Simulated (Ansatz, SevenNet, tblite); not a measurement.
## Equilibrium lattice constant a of wurtzite CdS: levels of theory against measurement

Reference value: 4.136 Å (measured, temperature not stated, not corrected to a static lattice; as tabulated in Biswas et al. (2022), arXiv:2106.08875).

### Question
What do IPEA1-xTB, SevenNet-l3i5, PBE, PBE-D4, r²SCAN+rVV10, r²SCANh, Hartree–Fock give, and how far is each from the reference?

### Answer

| level (code) | value (Å) | difference (%) |
|---|---|---|
| IPEA1-xTB (tblite) | 4.065 | -1.72 |
| SevenNet-l3i5 | 4.202 | +1.60 |
| PBE (Ansatz) | 4.196 | +1.45 |
| PBE-D4 (Ansatz) | 4.144 | +0.19 |
| r²SCAN+rVV10 (Ansatz) | 4.144 | +0.19 |
| r²SCANh (Ansatz) | 4.158 | +0.53 |
| Hartree–Fock (Ansatz) | 4.280 | +3.48 |

Leaving aside IPEA1-xTB (doubt noted below): The reference's temperature isn't stated, so close values are not ranked against it. Off by more than 1.25 %, or 1.75 % on the side where a correction would as a rule narrow the miss (bounds picked here): Hartree–Fock (+3.48 %), SevenNet-l3i5 (+1.60 %), PBE (+1.45 %).

The measured value isn't corrected to a static lattice, so vibrations enter the comparison.  IPEA1-xTB: this parameter set was refitted to ionisation energies, not structures. IPEA1-xTB: the run uses a supercell at the zone centre in place of a k mesh. Cutoffs and k meshes differ between the levels. Ansatz's density-functional and Hartree–Fock values are scalar-relativistic unless marked +SOC, with PAW data made under PBE.

Machine-learned potentials (SevenNet-l3i5) are trained on DFT data: a solid inside that data is no test of them.

Differences are worked out from the printed values.

Ansatz is a first-principles code.
